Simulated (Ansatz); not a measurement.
# MP2/cc-pVTZ run of HF (hydrogen fluoride)

What is the energy change on altering one bond length of HF (hydrogen fluoride) at MP2/cc-pVTZ? 

The calculation is run with Ansatz 0.2.0.

37 further runs of the same task are left out: 37 set aside as unsound or not needed.

## 1. The molecule

The species is HF (2 atoms), meant as a singlet with charge 0. SMILES: `F`. Geometry: relaxed at PBE0-D4/def2-TZVP.

Bond lengths: F1–H2 0.920 Å.

## 2. The energy at MP2/cc-pVTZ

The input, molecule.yaml:

```yaml
crystal:
  periodic: [false, false, false]
  atoms:
    - {symbol: F, position_ang: [-0.390000, 0.144600, -0.196400]}
    - {symbol: H, position_ang: [0.390000, -0.144600, 0.196400]}
basis:
  gaussian:
    orbitals: cc-pVTZ
correlation:
  method: mp2
  frozen_orbitals: {F: 1, H: 0}
accuracy: high
```

Launch:

```sh
$ ansatz run molecule.yaml --threads 1 --pin off --max-ram 3480MiB --events-out events.jsonl --progress --plain --runs-dir runs
```

Output:

```text
Warning: RAYON_NUM_THREADS=1 ignored (pool sized by the plan → 1); use --threads N
Functional definition: HF
  name "HF"
  exchange = exact_x
  correlation = 0
585 factors; integrals over basis functions are off by at most 3.6e-9 eV
mean field evaluation 1: about -2721.7808 eV, gradient 2.5e1 eV
mean field evaluation 2: about -2721.7808 eV, gradient 2.5e1 eV
mean field evaluation 4: about -2722.7088 eV, gradient 1.2e0 eV
mean field evaluation 8: about -2722.7132 eV, gradient 3.9e-5 eV
mean field -2722.71320180 eV, -100.0578646450 hartree, gradient 5.5e-9 eV, S^2 0.000000; 0 other end points of the search recorded, 0 dependent functions left out
1 core orbitals not correlated: weight in the atoms' cores, before any rotation towards them, 1.000 or more for the frozen orbitals, at most 0.000 for the correlated occupied ones
reference -2722.71320180 eV, -100.0578646450 hartree; 4, 4 occupied and 39, 39 virtual orbitals, 585 factors
second order -7.39924491 eV of doubles, -0.00000000 eV of singles
Total energy: -2730.11244671 eV, -100.3297818800 hartree
```

Run time: 0.2 s. Hardware: 1 thread of Arm Neoverse V1, shared host.

## 3. The distorted shape

The input, in.yaml:

```yaml
crystal:
  periodic: [false, false, false]
  atoms:
    - {symbol: F, position_ang: [-0.507038, 0.187994, -0.255339]}
    - {symbol: H, position_ang: [0.390000, -0.144600, 0.196400]}
basis:
  gaussian:
    orbitals: cc-pVTZ
correlation:
  method: mp2
  frozen_orbitals: {F: 1, H: 0}
accuracy: high
```

Launch:

```sh
$ ansatz run in.yaml --threads 1 --pin off --max-ram 3480MiB --events-out events.jsonl --progress --plain --runs-dir runs
```

Output:

```text
Warning: RAYON_NUM_THREADS=1 ignored (pool sized by the plan → 1); use --threads N
[... 4 set-up lines as earlier in the session ...]
586 factors; integrals over basis functions are off by at most 3.2e-9 eV
mean field evaluation 1: about -2720.9397 eV, gradient 2.6e1 eV
mean field evaluation 2: about -2720.9397 eV, gradient 2.6e1 eV
mean field evaluation 4: about -2722.0860 eV, gradient 1.6e0 eV
mean field evaluation 8: about -2722.0966 eV, gradient 9.4e-5 eV
mean field -2722.09664933 eV, -100.0352067596 hartree, gradient 1.5e-8 eV, S^2 0.000000; 0 other end points of the search recorded, 0 dependent functions left out
1 core orbitals not correlated: weight in the atoms' cores, before any rotation towards them, 1.000 or more for the frozen orbitals, at most 0.000 for the correlated occupied ones
reference -2722.09664933 eV, -100.0352067596 hartree; 4, 4 occupied and 39, 39 virtual orbitals, 586 factors
second order -7.57714882 eV of doubles, -0.00000000 eV of singles
Total energy: -2729.67379815 eV, -100.3136618428 hartree
```

Run time: 0.2 s. Hardware: 1 thread of Arm Neoverse V1, shared host.

## 4. Outcome

At MP2/cc-pVTZ, 1 core orbital frozen:

| quantity | value |
| --- | --- |
| first shape: total energy | -100.32978 Eh |
| first shape: correlation energy (1 core orbital frozen) | -271.9 mEh |
| distorted shape: total energy | -100.31366 Eh |
| distorted shape: correlation energy (1 core orbital frozen) | -278.5 mEh |
| energy change with the F1–H2 bond stretched from 0.920 to 1.058 Å | 0.439 eV |

With the F1–H2 bond stretched from 0.920 to 1.058 Å the energy rises by 0.44 eV (10.1 kcal/mol). The first shape isn't relaxed at this level, so the change isn't measured from a minimum.
